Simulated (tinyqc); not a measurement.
Inside a calculation. Method: UHF in the sto-3g basis, for CH2, spin multiplicity 3. One step of it, computed by the program tinyqc.

Question. Iteration 13 (converged): orbitals. Diagonalise F' = X^T F X, C = X C', fill 5 alpha and 3 beta electrons from the bottom; D(s) = C_occ C_occ^T. Each column has its largest component positive (the first on a tie).

converged F(alpha) (hartree):
```
             1C 1s      1C 2s     1C 2px     1C 2py     1C 2pz      2H 1s      3H 1s
1C 1s   -10.993102  -2.984728   0.000000   0.001048  -0.007565  -0.896338  -1.019161
1C 2s    -2.984728  -1.626297   0.000000   0.012901  -0.028361  -0.826077  -0.892761
1C 2px    0.000000   0.000000  -0.377658   0.000000   0.000000   0.000000   0.000000
1C 2py    0.001048   0.012901   0.000000  -0.380754   0.010688  -0.386473   0.399158
1C 2pz   -0.007565  -0.028361   0.000000   0.010688  -0.383125  -0.254927  -0.261368
2H 1s    -0.896338  -0.826077   0.000000  -0.386473  -0.254927  -0.538408  -0.326844
3H 1s    -1.019161  -0.892761   0.000000   0.399158  -0.261368  -0.326844  -0.609078
```

converged F(beta) (hartree):
```
             1C 1s      1C 2s    1C 2px     1C 2py     1C 2pz      2H 1s      3H 1s
1C 1s   -10.937495  -2.931338  0.000000   0.001039  -0.007709  -0.878088  -0.998972
1C 2s    -2.931338  -1.239864  0.000000   0.017400  -0.293631  -0.743023  -0.799360
1C 2px    0.000000   0.000000  0.365153   0.000000   0.000000   0.000000   0.000000
1C 2py    0.001039   0.017400  0.000000  -0.250924   0.008951  -0.371584   0.383582
1C 2pz   -0.007709  -0.293631  0.000000   0.008951   0.216624  -0.240417  -0.250558
2H 1s    -0.878088  -0.743023  0.000000  -0.371584  -0.240417  -0.531675  -0.293784
3H 1s    -0.998972  -0.799360  0.000000   0.383582  -0.250558  -0.293784  -0.589471
```

X:
```
            1C 1s      1C 2s    1C 2px     1C 2py     1C 2pz      2H 1s      3H 1s
1C 1s    1.027291  -0.160215  0.000000   0.000649  -0.014400   0.027147   0.026985
1C 2s   -0.160215   1.427486  0.000000  -0.027112   0.188063  -0.412185  -0.472556
1C 2px   0.000000   0.000000  1.000000   0.000000   0.000000   0.000000   0.000000
1C 2py   0.000649  -0.027112  0.000000   1.246254  -0.010653  -0.341964   0.377238
1C 2pz  -0.014400   0.188063  0.000000  -0.010653   1.087729  -0.195832  -0.218185
2H 1s    0.027147  -0.412185  0.000000  -0.341964  -0.195832   1.335834  -0.043449
3H 1s    0.026985  -0.472556  0.000000   0.377238  -0.218185  -0.043449   1.400157
```

Give: F' = X^T F X; orbital energies; coefficients C; F' = X^T F X; orbital energies; coefficients C; D(alpha) after iteration 13; D(beta) after iteration 13.

Answer.

F' = X^T F X (alpha) (hartree):
```
         1       2       3       4       5       6       7
1  -10.753  -1.562   0.000  -0.004  -0.032  -0.157  -0.204
2   -1.562  -0.624   0.000  -0.015   0.246  -0.518  -0.574
3    0.000   0.000  -0.378   0.000   0.000   0.000   0.000
4   -0.004  -0.015   0.000   0.049  -0.001  -0.484   0.509
5   -0.032   0.246   0.000  -0.001  -0.231  -0.275  -0.291
6   -0.157  -0.518   0.000  -0.484  -0.275   0.109  -0.091
7   -0.204  -0.574   0.000   0.509  -0.291  -0.091   0.127
```

orbital energies (alpha) (hartree): MO1 -11.001, MO2 -0.935, MO3 -0.578, MO4 -0.442, MO5 -0.378, MO6 0.774, MO7 0.858

coefficients C (alpha):
```
           MO1     MO2     MO3     MO4    MO5     MO6     MO7
1C 1s    0.992  -0.244  -0.009   0.085  0.000   0.153   0.091
1C 2s    0.037   0.753   0.048  -0.453  0.000  -1.095  -0.719
1C 2px   0.000   0.000   0.000   0.000  1.000   0.000   0.000
1C 2py  -0.001  -0.018   0.591   0.018  0.000  -0.586   1.058
1C 2pz   0.005   0.047  -0.027   0.843  0.000  -0.654  -0.404
2H 1s   -0.008   0.201   0.398   0.233  0.000   1.324  -0.327
3H 1s   -0.009   0.229  -0.394   0.205  0.000   0.387   1.406
```

F' = X^T F X (beta) (hartree):
```
         1       2      3       4       5       6       7
1  -10.702  -1.567  0.000  -0.004   0.002  -0.154  -0.201
2   -1.567  -0.185  0.000  -0.012  -0.021  -0.507  -0.557
3    0.000   0.000  0.365   0.000   0.000   0.000   0.000
4   -0.004  -0.012  0.000   0.218  -0.003  -0.501   0.527
5    0.002  -0.021  0.000  -0.003   0.363  -0.258  -0.278
6   -0.154  -0.507  0.000  -0.501  -0.258   0.070  -0.090
7   -0.201  -0.557  0.000   0.527  -0.278  -0.090   0.095
```

orbital energies (beta) (hartree): MO1 -10.943, MO2 -0.761, MO3 -0.532, MO4 0.302, MO5 0.365, MO6 0.849, MO7 0.942

coefficients C (beta):
```
           MO1     MO2     MO3     MO4    MO5     MO6     MO7
1C 1s    0.993  -0.198  -0.007   0.148  0.000   0.164   0.086
1C 2s    0.030   0.518   0.032  -0.689  0.000  -1.146  -0.660
1C 2px   0.000   0.000   0.000   0.000  1.000   0.000   0.000
1C 2py   0.000  -0.027   0.501  -0.009  0.000  -0.543   1.125
1C 2pz   0.005   0.187   0.009   0.767  0.000  -0.729  -0.386
2H 1s   -0.007   0.315   0.488   0.212  0.000   1.256  -0.389
3H 1s   -0.008   0.363  -0.443   0.206  0.000   0.454   1.341
```

D(alpha) after iteration 13:
```
         1C 1s   1C 2s  1C 2px  1C 2py  1C 2pz   2H 1s   3H 1s
1C 1s    1.051  -0.187   0.000   0.000   0.065  -0.041  -0.044
1C 2s   -0.187   0.777   0.000   0.007  -0.348   0.065   0.061
1C 2px   0.000   0.000   1.000   0.000   0.000   0.000   0.000
1C 2py   0.000   0.007   0.000   0.350  -0.001   0.235  -0.233
1C 2pz   0.065  -0.348   0.000  -0.001   0.713   0.195   0.194
2H 1s   -0.041   0.065   0.000   0.235   0.195   0.253  -0.063
3H 1s   -0.044   0.061   0.000  -0.233   0.194  -0.063   0.249
```

D(beta) after iteration 13:
```
         1C 1s   1C 2s  1C 2px  1C 2py  1C 2pz   2H 1s   3H 1s
1C 1s    1.026  -0.073   0.000   0.001  -0.032  -0.073  -0.077
1C 2s   -0.073   0.270   0.000   0.002   0.097   0.178   0.174
1C 2px   0.000   0.000   0.000   0.000   0.000   0.000   0.000
1C 2py   0.001   0.002   0.000   0.252   0.000   0.236  -0.232
1C 2pz  -0.032   0.097   0.000   0.000   0.035   0.063   0.064
2H 1s   -0.073   0.178   0.000   0.236   0.063   0.338  -0.102
3H 1s   -0.077   0.174   0.000  -0.232   0.064  -0.102   0.328
```
